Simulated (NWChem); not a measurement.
System: C2H3, doublet; SMILES [CH]=C

The following NWChem deck was run.

```
start job
memory heap 200 mb stack 900 mb global 1100 mb
geometry units angstroms noautoz
  C     -0.109974    -0.713094     0.000000
  C     -0.009866     0.594197     0.000000
  H      0.552251    -1.579189     0.000000
  H      0.967903     1.102266     0.000000
  H     -0.893701     1.244697     0.000000
end
basis spherical
  * library 6-31+g*
end
dft
  odft
  mult 2
  xc b3lyp
  iterations 150
end
tddft
  cis
  nroots 6
end
task tddft energy
```

Output (shortened):

```
             Northwest Computational Chemistry Package (NWChem) 7.3.0
             --------------------------------------------------------

 CS  symmetry detected

                             Geometry "geometry" -> ""
                             -------------------------

 Output coordinates in angstroms (scale by  1.889725989 to convert to a.u.)

  No.       Tag          Charge          X              Y              Z
 ---- ---------------- ---------- -------------- -------------- --------------
    1 C                    6.0000    -0.10772200    -0.71614138     0.00000000
    2 C                    6.0000    -0.00046177     0.59058224     0.00000000
    3 H                    1.0000     0.54975366    -1.58584723     0.00000000
    4 H                    1.0000     0.98007283     1.09329310     0.00000000
    5 H                    1.0000    -0.88072389     1.24590900     0.00000000

 Effective nuclear repulsion energy (a.u.)      28.2858522281

      Symmetry information
      --------------------

 Group name             Cs
 Group number              2
 Group order               2
 No. of unique centers     5

                                 NWChem DFT Module
                                 -----------------

 Summary of "ao basis" -> "ao basis" (spherical)
 ------------------------------------------------------------------------------
       Tag                 Description            Shells   Functions and Types
 ---------------- ------------------------------  ------  ---------------------
 C                          6-31+g*                  8       18   4s3p1d
 H                          6-31+g*                  2        2   2s

      Symmetry analysis of basis
      --------------------------

        a'         32
        a"         10

            General Information
            -------------------
          SCF calculation type: DFT
          Wavefunction type:  spin polarized.
          No. of atoms     :     5
          No. of electrons :    15
           Alpha electrons :     8
            Beta electrons :     7
          Charge           :     0
          Spin multiplicity:     2
          Use of symmetry is: off; symmetry adaption is: on
          Maximum number of iterations: 150
          AO basis - number of functions:    42
                     number of shells:    22
          Convergence on energy requested:  1.00D-06
          Convergence on density requested:  1.00D-05
          Convergence on gradient requested:  5.00D-04

              XC Information
              --------------
                         B3LYP Method XC Potential
                     Hartree-Fock (Exact) Exchange  0.200
                        Slater Exchange Functional  0.800 local
                    Becke 1988 Exchange Functional  0.720 non-local
              Lee-Yang-Parr Correlation Functional  0.810
                  VWN I RPA Correlation Functional  0.190 local

             Grid Information
             ----------------
          Grid used for XC integration:  medium
          Radial quadrature: Mura-Knowles
          Angular quadrature: Lebedev.
          Tag              B.-S. Rad. Rad. Pts. Rad. Cut. Ang. Pts.
          ---              ---------- --------- --------- ---------
          C                   0.70       49          10.0       434
          H                   0.35       45           9.0       434
          Grid pruning is: on
          Number of quadrature shells:   233
          Spatial weights used:  Erf1

      Superposition of Atomic Density Guess
      -------------------------------------

 Sum of atomic energies:         -76.82168089

      Non-variational initial energy
      ------------------------------

 Total energy =     -77.689941
 1-e energy   =    -157.600640
 2-e energy   =      51.624847
 HOMO         =      -0.165399
 LUMO         =       0.018711

   Symmetry analysis of molecular orbitals - initial alpha
   -------------------------------------------------------

  Numbering of irreducible representations:

     1 a'          2 a"

  Orbital symmetries:

[...]

                                NWChem TDDFT Module
                                -------------------

            General Information
            -------------------
           No. of orbitals :      84
            Alpha orbitals :      42
             Beta orbitals :      42
        Alpha frozen cores :       0
         Beta frozen cores :       0
     Alpha frozen virtuals :       0
      Beta frozen virtuals :       0
         Spin multiplicity :       2
    Number of AO functions :      42
        Use of symmetry is : off
      Symmetry adaption is : on
         Schwarz screening :  0.10D-07

              XC Information
              --------------
                  B3LYP Method XC Potential
              Hartree-Fock (Exact) Exchange   0.20
                 Slater Exchange Functional   0.80 local
             Becke 1988 Exchange Functional   0.72 non-local
       Lee-Yang-Parr Correlation Functional   0.81
           VWN I RPA Correlation Functional   0.19 local

             TDDFT Information
             -----------------
          Calculation type : Tamm-Dancoff TDDFT
         Wavefunction type : Unrestricted
          No. of electrons :      15
           Alpha electrons :       8
            Beta electrons :       7
              No. of roots :       6
          Max subspacesize :    5200
            Max iterations :     100
               Target root :       1
           Target symmetry : none
      Symmetry restriction : off
                 Algorithm : Optimal
        Davidson threshold :  0.10D-03

    6 smallest eigenvalue differences (eV)
--------------------------------------------------------
  No. Spin  Occ  Vir  Irrep   E(Occ)    E(Vir)   E(Diff)
--------------------------------------------------------
    1    2    7    8 a"       -0.283    -0.086     5.364
    2    1    8    9 a"       -0.244    -0.010     6.366
    3    1    8   10 a'       -0.244     0.024     7.272
    4    1    8   11 a'       -0.244     0.030     7.457
    5    1    7    9 a'       -0.291    -0.010     7.658
    6    2    7    9 a'       -0.283     0.000     7.697
--------------------------------------------------------

  Entering Davidson iterations
  Unrestricted

  Iter   NTrls   NConv    DeltaV     DeltaE      Time
  ----  ------  ------  ---------  ---------  ---------
    1      6       0     0.23E+00   0.10+100        1.7
    2     12       0     0.52E-01   0.71E-01        2.8
    3     18       0     0.47E-01   0.86E-02        2.3
    4     24       1     0.19E-01   0.27E-01        2.3
    5     29       3     0.44E-02   0.85E-03        1.8
    6     32       5     0.11E-02   0.51E-04        1.4
    7     33       5     0.15E-03   0.18E-05        0.8
    8     34       6     0.57E-04   0.36E-07        0.9
  ----  ------  ------  ---------  ---------  ---------
  Convergence criterion met

  Ground state a'        -77.906104360534 a.u.
  <S2> =   0.7605

  ----------------------------------------------------------------------------
  Root   1         a"             0.120835332 a.u.                3.2881 eV
  <S2> =   0.7643
  ----------------------------------------------------------------------------
     Transition Moments    X  0.00000   Y  0.00000   Z  0.14453
     Dipole Oscillator Strength                    0.0016826396
     Electric Quadrupole                           0.0000000014
     Magnetic Dipole                               0.0000004666
     Total Oscillator Strength                     0.0016831076

     Occ.    8 alpha a'  ---  Virt.    9 alpha a"      -0.20817
     Occ.    7 beta  a"  ---  Virt.    8 beta  a'       0.97279
     Occ.    7 beta  a"  ---  Virt.   15 beta  a'      -0.06468
  ----------------------------------------------------------------------------
  Root   2         a"             0.169177476 a.u.                4.6036 eV
  <S2> =   0.7722
  ----------------------------------------------------------------------------
     Transition Moments    X -0.00000   Y  0.00000   Z -0.18505
     Dipole Oscillator Strength                    0.0038619769
     Electric Quadrupole                           0.0000000276
     Magnetic Dipole                               0.0000007951
     Total Oscillator Strength                     0.0038627997

     Occ.    8 alpha a'  ---  Virt.    9 alpha a"      -0.97047
     Occ.    8 alpha a'  ---  Virt.   16 alpha a"       0.10356
     Occ.    7 beta  a"  ---  Virt.    8 beta  a'      -0.21234
  ----------------------------------------------------------------------------
  Root   3         a'             0.174639212 a.u.                4.7522 eV
  <S2> =   2.7335
  ----------------------------------------------------------------------------
     Transition Moments    X  0.01518   Y  0.00567   Z  0.00000
     Dipole Oscillator Strength                    0.0000305538
     Electric Quadrupole                           0.0000000003
     Magnetic Dipole                               0.0000000004
     Total Oscillator Strength                     0.0000305544

     Occ.    7 alpha a"  ---  Virt.    9 alpha a"      -0.69608
     Occ.    7 alpha a"  ---  Virt.   16 alpha a"       0.14238
     Occ.    7 beta  a"  ---  Virt.    9 beta  a"       0.68197
     Occ.    7 beta  a"  ---  Virt.   16 beta  a"      -0.15896
  ----------------------------------------------------------------------------
  Root   4         a'             0.225540203 a.u.                6.1373 eV
  <S2> =   0.7832
  ----------------------------------------------------------------------------
     Transition Moments    X  0.21823   Y -0.03828   Z -0.00000
     Dipole Oscillator Strength                    0.0073811734
     Electric Quadrupole                           0.0000001757
     Magnetic Dipole                               0.0000003588
     Total Oscillator Strength                     0.0073817080

[...]
```

Level: B3LYP/6-31+G* (spherical d), spin-unrestricted, TDA. In the optimisation the excess spin sits in a' (Cs, its own frame). The geometry was optimised at PBE0/def2-SVP, spin-unrestricted. No stability test was run on the SCF state.
